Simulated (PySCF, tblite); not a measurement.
Isomers of C5H6F (doublet state), one GFN2-xTB conformer each. Single-point energies are computed at B3LYP/pcH-1 (PySCF, gas phase, no added dispersion term), electronic only. GFN2-xTB treats the open shell by occupation alone, and not every SCF solution was tested for stability.

```json
{"SMILES": "C=[C]/C=C(\\C)F", "GFN2-xTB relative energy (kJ/mol)": "0.0"}
{"SMILES": "C[C@]1(F)[C]=CC1", "GFN2-xTB relative energy (kJ/mol)": "87.7"}
{"SMILES": "C[C@@]1(F)[CH]C=C1", "GFN2-xTB relative energy (kJ/mol)": "4.0"}
```

Question: What does B3LYP/pcH-1 give for the same structures?

Answer: 
```tsv
SMILES	B3LYP/pcH-1 E (Eh)	B3LYP/pcH-1 (kJ/mol)	GFN2-xTB (kJ/mol)	point group
C=[C]/C=C(\C)F	-293.90809	0.0	0.0	Cs
C[C@@]1(F)[CH]C=C1	-293.89734	28.2	4.0	Cs
C[C@]1(F)[C]=CC1	-293.86284	118.8	87.7	–
```

Both levels put the same isomer lowest; measured from each level's own lowest isomer, the values differ by up to 31.1 kJ/mol (C[C@]1(F)[C]=CC1: 87.7 against 118.8). As drawn, the highest has a four-membered ring, which the lowest lacks.

Question: What happens when harmonic zero-point energies from GFN2-xTB frequencies are added?

Answer: 
```
            SMILES  ZPE (kJ/mol)  electronic (kJ/mol)  with ZPE (kJ/mol)
    C=[C]/C=C(\C)F         232.3                  0.0                0.0
C[C@@]1(F)[CH]C=C1         238.5                 28.2               34.4
  C[C@]1(F)[C]=CC1         241.9                118.8              128.5
```

The zero-point energies span 9.6 kJ/mol. The order is unchanged.
